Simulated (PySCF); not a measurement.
**CH4F2, a complex of two parts: interaction energy**

One table from this session's results is given with a row withheld; the runs are named, their logs left out.

Programs: PySCF 2.14.0. All values are calculated, for the isolated system unless a continuum is named. Atoms count from 0, parts from 1.

## Starting point

7 atoms, charge 0, multiplicity 1; geometry: GFN2-xTB. Parts: 1 = atoms 0–4, `CF`, charge 0; 2 = atoms 5–6, `F`, charge 0.

Set-up of the first run:

Job settings and geometry (Å):

```
{"job": {"xc": "PBE0", "basis": "def2-TZVPD", "d3": "d3bj", "grid": 3, "kind": "geom", "shake": 0.01}, "charge": 0, "multiplicity": 1, "parts": [{"atoms": "0-4", "charge": 0, "multiplicity": 1}, {"atoms": "5-6", "charge": 0, "multiplicity": 1}]}
C     -0.253725     0.156379    -0.119872
F      0.686549    -0.625412     0.421908
H     -0.995260     0.442343     0.658971
H     -0.734000    -0.382652    -0.916606
H      0.213743     1.061491    -0.534942
F      1.298673    -3.077966     1.635237
H      1.235708    -2.237329     1.247063
```

The run is started by

```sh
OMP_NUM_THREADS=1 python cluster_run.py task.json out
```

This one command runs all jobs of the session in turn.

Among the steps run: Relaxing the molecule at PBE0-D3(BJ)/def2-TZVPD; Coupled-cluster interaction energy: CCSD(T) and MP2, 1.74 Å; Coupled-cluster interaction energy: CCSD(T) and MP2, 1.83 Å; Coupled-cluster interaction energy: CCSD(T) and MP2, 1.91 Å; Coupled-cluster interaction energy: CCSD(T) and MP2, 1.65 Å; Coupled-cluster interaction energy: CCSD(T) and MP2, 2.17 Å; Coupled-cluster interaction energy: CCSD(T) and MP2, 1.57 Å; Coupled-cluster interaction energy: CCSD(T) and MP2, 2.61 Å; Coupled-cluster interaction energy: CCSD(T) and MP2, 3.48 Å.

One of the session's tables, all rows but one given; the rest of the session is left out.

It belongs to the step «Coupled-cluster interaction energy: CCSD(T) and MP2, 3.48 Å». 

| method | interaction energy (kcal/mol) |
| --- | --- |
| HF/aug-cc-pVDZ | -1.24 |
| MP2/aug-cc-pVDZ | -1.16 |
| CCSD/aug-cc-pVDZ | -1.16 |
| CCSD(T)/aug-cc-pVDZ | ? |
| HF/aug-cc-pVQZ | -1.24 |
| MP2/aug-cc-pVQZ | -1.19 |
| SCS-MP2/aug-cc-pVQZ | -1.17 |
| MP2, extrapolated | -1.20 |
| CCSD(T), limit estimate | -1.20 |

Q: Estimate the row for CCSD(T)/aug-cc-pVDZ from the others.

**Answer.** interaction energy (kcal/mol): -1.15. In the column «interaction energy (kcal/mol)» it is the highest.
